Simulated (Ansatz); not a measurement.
## Relaxing Cd2Ga

Method: DFT r2SCAN, scalar-relativistic, plane waves, PAW (Ansatz).

The start puts Cd2Ga on the CaC2 structure type (I4/mmm, No. 139), with Ga in place of Ca, Cd in place of C, at a guessed volume.

The final relaxation ran on this input, with the default PAW datasets:

```yaml
crystal:
  lattice:
    - [-1.974336432, 1.974336432, 4.1036625669]
    - [1.974336432, -1.974336432, 4.1036625669]
    - [1.974336432, 1.974336432, -4.1036625669]
  atoms:
    - { symbol: Cd, position: [0.6682852853, 0.6682852853, 0.0] }
    - { symbol: Cd, position: [0.3317147147, 0.3317147147, 0.0] }
    - { symbol: Ga, position: [0.0, 0.0, 0.0] }
basis:
  ecutwfc: 500
kpoints:
  mp_grid: { grid: [16, 16, 16] }
hamiltonian:
  xc: r2scan
scf:
  occupations: { method: gaussian, width: 0.1 }
output:
  forces: true
  stress: true
  eigenvalues: true
relax:
  adjacent_minimum: "off"
  f_tol: 0.01
  max_steps: 80
  cell: { stress_tol: 0.05 }
```

Launched as:

```bash
ansatz run input.yaml --threads 1 --pin off --max-ram 2560MiB --backend cpu --events-out ev --progress --plain --runs-dir out
```

The program printed at the end:

```
SCF converged after 6 iterations
Free energy (F): -20326.332325 eV
Harris-Foulkes:  -20326.332325 eV  (|F-HF|=4.73e-11)
Internal energy: -20326.327054 eV  (E = F + TS)
E sigma→0 (E₀):  -20326.329689 eV
Entropy (-TS):   -0.005271 eV (-1.757 meV/atom)
Fermi energy:    12.595140 eV
--- Per-component energies (eV) ---
  E_band       = -924.777376
  E_kinetic    = 1125.152176
  E_local      = -8004.290242  (includes V_loc(G=0)·N_el)
  E_nonlocal   = 489.683347
  E_hartree    = 3757.962404
  E_xc         = -400.098563
  E_vxc        = -553.682739  (∫ρ·V_xc dr)
  E_paw        = -10209.230989  (= ΣΔE_a)
  E_vpaw       = -1536.070590  (= ΣTr[D̂ρ^β])
  E_aug_tail   = -0.000036  (compensation charges beyond the density's cutoff)
  E_vtau       = 38.505996  (kinetic-family band-sum trace: ∫τ·v_τ [+ j·A + Jᵃ·Aᵃ] dr)
  E_ewald      = -7083.722538
  E_core_change = -1.782611  (= ΣΔE_core)
  E_smearing   = -0.005271  (= −TS)
  E_closure    =  0.000000  (closes the sum)
  Σ components = -20326.332325   (vs F -20326.332325, Δ=0.00e0)
--- Forces (eV/Å), atoms counted from 1 ---
  atom   1  Cd     0.00000000     0.00000000    -0.00759486
  atom   2  Cd     0.00000000     0.00000000     0.00759486
  atom   3  Ga     0.00000000     0.00000000     0.00000000
  max |Σ_I F_I| component: 2.60e-18 eV/Å
--- Stress (GPa, compression-positive) ---
        0.005567       0.000000       0.000000
        0.000000       0.005567       0.000000
        0.000000       0.000000       0.015480
  P = ⅓ Tr σ = 0.0089 GPa (0.089 kbar)
--- Relaxed structure (3 steps of the walk, 3 accepted, 1 SCFs on fresh bases) ---
  F+E_penalty+E_count = -20326.33232462 eV   max|allowed force component| = 7.595e-3 eV/Å   (the final SCF, on the basis selected at the relaxed cell)
  cell:  # Å, volume = 64.0751 Å³
    - [-1.978914, 1.978914, 4.090491]
    - [1.978914, -1.978914, 4.090491]
    - [1.978914, 1.978914, -4.090491]
  atoms:
    - { symbol: Cd, position: [0.668552, 0.668552, 0.000000] }
    - { symbol: Cd, position: [0.331448, 0.331448, 0.000000] }
    - { symbol: Ga, position: [0.000000, 0.000000, 0.000000] }
```

Absolute energies hang on the potentials; compare differences alone.

The result has space group I4/mmm (No. 139). Cd is coordinated by 1 Ga at 2.71 Å, 1 Cd at 2.76 Å, 4 Cd at 3.10 Å and 4 Ga at 3.12 Å; Ga is coordinated by 2 Cd at 2.71 Å and 8 Cd at 3.12 Å.

Against the elements it lies at 0.10 eV/atom. Formation energies are uncorrected and refer to the elements' standard structures at the same level.

The k mesh leaves about 4 meV/atom of noise in metals.

A structure relaxed within its symmetry needn't be a true minimum.